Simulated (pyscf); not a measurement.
Optimised with ωB97X-D3(BJ)/def2-SVP in PySCF.

Problem. `[F][SiH3]` + `[CH2]` [singlet] → `[F][CH2][SiH3]`
Surface: singlet. Broken: F–Si. Formed: C–F, C–Si. Give ΔE‡ and ΔE from PBE/def2-TZVP, relative to the separated reactants.

Solution. ΔE‡ = 2.5 kJ/mol, ΔE = -318.7 kJ/mol. CCSD(T)/def2-TZVPP + ΔMP2(QZVPP) gives 65.4 kJ/mol and -264.6 kJ/mol. Zero-point energy shifts the barrier by +18.0 kJ/mol. It is an insertion, with an imaginary mode of 447i cm⁻¹. CH₂ [singlet] is an excited spin state, 37.3 kJ/mol over the triplet at ωB97X-D3(BJ). This is the saddle that the search found; another between the same sides may lie lower. A restricted singlet here is unstable towards spin polarisation, as is usual where a triplet lies low; its energy is less safe. The CCSD(T) − MP2 part came from Ansatz, without density fitting, on the same reference.
